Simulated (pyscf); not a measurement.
Optimised with ωB97X-D3(BJ)/def2-SVP in PySCF.

Task: What is the homolytic dissociation enthalpy (298 K, ωB97M-D3(BJ)/def2-TZVP) of the N–Si bond of H₂N–Si(OH)(Cl)–Cl, to NH₂• + HO–Si•(Cl)–Cl?

Result: N–Si to NH₂• + HO–Si•(Cl)–Cl: 113.5 kcal/mol. The 7 functionals that were run give +105.0 (r²SCAN) to +113.5 kcal/mol (ωB97M-D3(BJ)). Other isomers of HO–Si•(Cl)–Cl were not searched in full and may lie lower.
